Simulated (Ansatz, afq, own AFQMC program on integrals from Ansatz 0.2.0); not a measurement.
BHO, singlet in cc-pVDZ, levels against CCSDT(Q)

```yaml
atoms:
  - { symbol: B, position_ang: [-0.2400, 0.0000, 0.6107] }
  - { symbol: O, position_ang: [0.1530, 0.0000, -0.5209] }
  - { symbol: H, position_ang: [0.1447, 0.0000, 1.7185] }
```

Connectivity, by distances: BH–O.

Basis cc-pVDZ. Noble-gas cores (and the filled d shells of Ga–Kr and In–Xe) are frozen. Integrals, coupled cluster, full CI and functionals: Ansatz 0.2.0; the random walks run on the same integrals in our own AFQMC program. The CISD trial takes its coefficients from CCSD amplitudes. Released means that phaseless walkers are propagated on without the constraint, phases kept. Error bars are statistical, one sigma.

Determinant: RHF, the one that the program's search chose, which needn't be the lowest solution. The geometry is a point of a scan.

No full CI on the walks' own integrals is used here; CCSDT(Q) serves as the reference and is uncertain by about the last step of the cluster series.

Cautions: higher spins were not checked; raised T1 diagnostic (T1 0.024, weight of the determinant 0.90, largest double 0.07).

```
T1 diagnostic                               : 0.0238
weight of the determinant in the CISD state : 0.897
size of the correlated space                : 10 electrons in 31 orbitals
```

Reference: CCSDT(Q), correlation energy -7.888 eV. The released energy is read at 2.40 1/Eh (meV from the phaseless value at times in 1/Eh: -25 ± 14 at 0.24, -12 ± 16 at 0.51, -17 ± 15 at 0.99, -11 ± 17 at 1.62, -36 ± 21 at 2.40).

```tsv
level	E − E(reference) (kJ/mol)	share of correlation (%)
HF	761.1	0.00
MP2	49.3	93.52
CCSD	29.8	96.09
CCSD(T)	4.4	99.42
CCSDT	2.9	99.62
ph-AFQMC/CISD	2.1 ± 1.4	99.73
released AFQMC	-1.4 ± 2.1	100.18
```

A walk keeps the symmetry of its determinant, which the program's search chose and which needn't be the lowest solution, so a lower state of the same spin and another symmetry isn't excluded. Released energies are given only where the last usable release times agree within the noise; a slower fall can still hide under it.
